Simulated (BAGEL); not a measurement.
**HF/6-311+G(d,p) (density fitting with qzvpp-jkfit) run of C2H4FN (SMILES C/N=C\F)**

Aim: the energy change on altering one bond length of C2H4FN at HF/6-311+G** (density fitting with qzvpp-jkfit), from 2 runs. 

The results are computed with BAGEL 1.2.2.

1 further run of the same task is left out (set aside as unsound or not needed). Runs told in other sessions of the task aren't counted.

## Step 1: The system as given

C2H4FN: 8 atoms, total charge 0, spin state singlet. SMILES: `C/N=C\F`. Geometry: relaxed at PBE0-D4/def2-TZVP.

Bond lengths: C1–N2 1.443 Å, N2–C3 1.239 Å, C3–F4 1.349 Å, C1–H5 1.093 Å, C1–H6 1.092 Å, C1–H7 1.092 Å, C3–H8 1.086 Å. Angles: C1–N2–C3 121.5°, N2–C3–F4 125.3°, N2–C1–H5 114.5°, N2–C1–H6 108.4°, N2–C1–H7 108.4°, N2–C3–H8 124.0°, F4–C3–H8 110.7°, H5–C1–H6 109.1°, H5–C1–H7 109.2°, H6–C1–H7 106.8°.

## Step 2: The energy at HF/6-311+G(d,p) (density fitting with qzvpp-jkfit)

calc.json reads:

```json
{ "bagel": [

{
  "title": "molecule",
  "basis": "6-311+gss.json",
  "df_basis": "qzvpp-jkfit",
  "angstrom": true,
  "geometry": [
    { "atom": "C", "xyz": [      -0.060700,       0.998200,      -0.273600 ] },
    { "atom": "N", "xyz": [       0.554000,      -0.017000,       0.546600 ] },
    { "atom": "C", "xyz": [       0.233500,      -1.209300,       0.448500 ] },
    { "atom": "F", "xyz": [      -0.692200,      -1.700100,      -0.401300 ] },
    { "atom": "H", "xyz": [      -0.798500,       0.620900,      -0.985900 ] },
    { "atom": "H", "xyz": [      -0.538000,       1.730000,       0.382300 ] },
    { "atom": "H", "xyz": [       0.725800,       1.526500,      -0.816900 ] },
    { "atom": "H", "xyz": [       0.668300,      -2.006400,       1.044300 ] }
  ]
},

{
  "title": "hf",
  "charge": 0
},

{
  "title": "print",
  "file": "orbitals.molden",
  "orbitals": true
}

]}
```

The basis set 6-311+G** is read from a file made from the Basis Set Exchange's data (not shown).

Command:

```console
$ BAGEL_NUM_THREADS=1 BAGEL calc.json > calc.out
```

The program printed:

```text
* using 1 threads per process

  ===============================================================
  ===============================================================

  *** Geometry ***

  { "atom" : "C", "xyz" : [     -0.114706,      1.886325,     -0.517029 ] },
  { "atom" : "N", "xyz" : [      1.046908,     -0.032125,      1.032924 ] },
  { "atom" : "C", "xyz" : [      0.441251,     -2.285246,      0.847542 ] },
  { "atom" : "F", "xyz" : [     -1.308068,     -3.212723,     -0.758347 ] },
  { "atom" : "H", "xyz" : [     -1.508946,      1.173331,     -1.863081 ] },
  { "atom" : "H", "xyz" : [     -1.016673,      3.269226,      0.722442 ] },
  { "atom" : "H", "xyz" : [      1.371563,      2.884667,     -1.543717 ] },
  { "atom" : "H", "xyz" : [      1.262904,     -3.791546,      1.973441 ] },

  Number of auxiliary basis functions:      376

  Since a DF basis is specified, we compute 2- and 3-index integrals:
    o Being stored without compression. Storage requirement is 0.038 GB

  Number of basis functions:      112
  Number of electrons      :       32

    * METHOD: MOLECULE                             0.17

  *** RHF ***

  === Nuclear Repulsion ===
   118.8715891652

      * DIIS with orbital gradients will be used.

  === RHF iteration (6-311+gss.json) ===
      0       -231.65677985          0.02830215           0.05
      1       -231.87882755          0.01854303           0.04
      2       -231.98852712          0.00233408           0.05
      3       -231.99173006          0.00103756           0.05
      4       -231.99228758          0.00028623           0.04
      5       -231.99236031          0.00014830           0.05
      6       -231.99238044          0.00006148           0.05
      7       -231.99238538          0.00001506           0.05
      8       -231.99238555          0.00000666           0.05
      9       -231.99238558          0.00000280           0.05
     10       -231.99238559          0.00000082           0.04
     11       -231.99238559          0.00000033           0.05
     12       -231.99238559          0.00000013           0.04
     13       -231.99238559          0.00000004           0.04
     14       -231.99238559          0.00000001           0.04
     15       -231.99238559          0.00000001           0.04
    * SCF iteration converged.

    * Permanent dipole moment:
           (    0.040585,    -0.028573,     0.044860) a.u.

    * METHOD: HF                                   0.87

    * METHOD: PRINT                                0.03

  ===============================================================
```

It took 1.2 s on 1 thread of Arm Neoverse V1, shared host; peak memory 0.12 GiB.

## Step 3: The distorted shape at the same level

input.json reads:

```json
{ "bagel": [

{
  "title": "molecule",
  "basis": "6-311+gss.json",
  "df_basis": "qzvpp-jkfit",
  "angstrom": true,
  "geometry": [
    { "atom": "C", "xyz": [      -0.178670,       0.918959,      -0.192109 ] },
    { "atom": "N", "xyz": [       0.436030,      -0.096241,       0.628091 ] },
    { "atom": "C", "xyz": [       0.115530,      -1.288541,       0.529991 ] },
    { "atom": "F", "xyz": [      -0.810170,      -1.779341,      -0.319809 ] },
    { "atom": "H", "xyz": [      -0.916470,       0.541659,      -0.904409 ] },
    { "atom": "H", "xyz": [      -0.655970,       1.650759,       0.463791 ] },
    { "atom": "H", "xyz": [       0.725800,       1.526500,      -0.816900 ] },
    { "atom": "H", "xyz": [       0.550330,      -2.085641,       1.125791 ] }
  ]
},

{ "title": "hf" },

{ "title": "print", "file": "orbitals.molden", "orbitals": true }

]}
```

The basis set 6-311+G** is read from a file made from the Basis Set Exchange's data (not shown).

Command:

```console
$ BAGEL_NUM_THREADS=1 BAGEL input.json > input.out
```

The program printed:

```text
* using 1 threads per process

  ===============================================================
  ===============================================================

  *** Geometry ***

  { "atom" : "C", "xyz" : [     -0.337637,      1.736581,     -0.363033 ] },
  { "atom" : "N", "xyz" : [      0.823977,     -0.181869,      1.186920 ] },
  { "atom" : "C", "xyz" : [      0.218320,     -2.434990,      1.001538 ] },
  { "atom" : "F", "xyz" : [     -1.530999,     -3.362467,     -0.604351 ] },
  { "atom" : "H", "xyz" : [     -1.731877,      1.023587,     -1.709085 ] },
  { "atom" : "H", "xyz" : [     -1.239604,      3.119482,      0.876438 ] },
  { "atom" : "H", "xyz" : [      1.371563,      2.884667,     -1.543717 ] },
  { "atom" : "H", "xyz" : [      1.039973,     -3.941290,      2.127437 ] },

  Number of auxiliary basis functions:      376

  Since a DF basis is specified, we compute 2- and 3-index integrals:
    o Being stored without compression. Storage requirement is 0.038 GB

  Number of basis functions:      112
  Number of electrons      :       32

    * METHOD: MOLECULE                             0.17

  *** RHF ***

  === Nuclear Repulsion ===
   118.2552541468

      * DIIS with orbital gradients will be used.

  === RHF iteration (6-311+gss.json) ===
      0       -231.64044215          0.02815012           0.04
      1       -231.86333152          0.01854322           0.05
      2       -231.97419481          0.00233018           0.05
      3       -231.97740718          0.00104011           0.05
      4       -231.97796208          0.00027757           0.05
      5       -231.97803118          0.00014405           0.05
      6       -231.97805002          0.00006042           0.05
      7       -231.97805474          0.00001463           0.05
      8       -231.97805491          0.00000646           0.05
      9       -231.97805493          0.00000277           0.05
     10       -231.97805494          0.00000077           0.05
     11       -231.97805494          0.00000032           0.05
     12       -231.97805494          0.00000012           0.05
     13       -231.97805494          0.00000004           0.05
     14       -231.97805494          0.00000001           0.05
     15       -231.97805494          0.00000001           0.05
    * SCF iteration converged.

    * Permanent dipole moment:
           (    0.073747,     0.014477,     0.011449) a.u.

    * METHOD: HF                                   0.90

    * METHOD: PRINT                                0.03

  ===============================================================
```

Run time: 1.2 s. Hardware: 1 thread of Arm Neoverse V1, shared host; peak memory 0.12 GiB.

## Step 4: Results

Level: HF/6-311+G** (density fitting with qzvpp-jkfit).

| quantity | value |
| --- | --- |
| first shape: total energy | -231.99239 Eh |
| first shape: dipole moment | 0.17 D |
| first shape: HOMO energy | -11.80 eV |
| first shape: LUMO energy | 1.89 eV |
| first shape: HOMO–LUMO gap | 13.70 eV |
| distorted shape: total energy | -231.97805 Eh |
| distorted shape: dipole moment | 0.19 D |
| distorted shape: HOMO energy | -11.67 eV |
| distorted shape: LUMO energy | 1.88 eV |
| distorted shape: HOMO–LUMO gap | 13.55 eV |
| energy change with the C1–H7 bond stretched from 1.092 to 1.256 Å | 0.390 eV |

**Reading.** With the C1–H7 bond stretched from 1.092 to 1.256 Å the energy rises by 0.39 eV (37.6 kJ/mol). The first shape isn't relaxed at this level, so the change isn't measured from a minimum.
